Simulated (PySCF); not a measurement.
CH3SiH, optimised at PBE0/def2-TZVP:

```xyz
6

C     -0.5301     0.0615    -0.0144
Si     1.1932     0.8424    -0.0709
H     -0.6294    -0.6696    -0.8271
H     -1.3430     0.7849    -0.0863
H     -0.6444    -0.5141     0.9130
H      1.9274    -0.4950     0.0570
```

Method: PySCF energies (xtb for GFN2) plus ideal-gas RRHO corrections (1 bar). 6-31G* has spherical d functions here. All species are closed-shell singlets. B3LYP is the form with VWN-RPA correlation. CH3SiH: computed as isolated molecules; such fragments, hydroxides, amides, oligomers or adducts are transient or little studied in the gas.

Task: List the harmonic frequencies (cm⁻¹, unscaled) at this level and at the other levels, each on its own geometry.

Result: 
- PBE0/def2-TZVP: 128, 554, 625, 676, 940, 1237, 1420, 1436, 2010, 3017, 3083, 3140
- B3LYP/6-31G*: 159, 583, 628, 661, 961, 1299, 1471, 1485, 2012, 3013, 3068, 3131
- GFN2-xTB: 158, 652, 702, 708, 877, 1372, 1490, 1506, 1959, 2983, 2983, 3012
- HF/6-31G*: 182, 657, 669, 708, 1039, 1430, 1586, 1604, 2176, 3161, 3215, 3270
- PBE/def2-SVP: 106, 531, 607, 648, 907, 1175, 1354, 1368, 1938, 2941, 3018, 3077
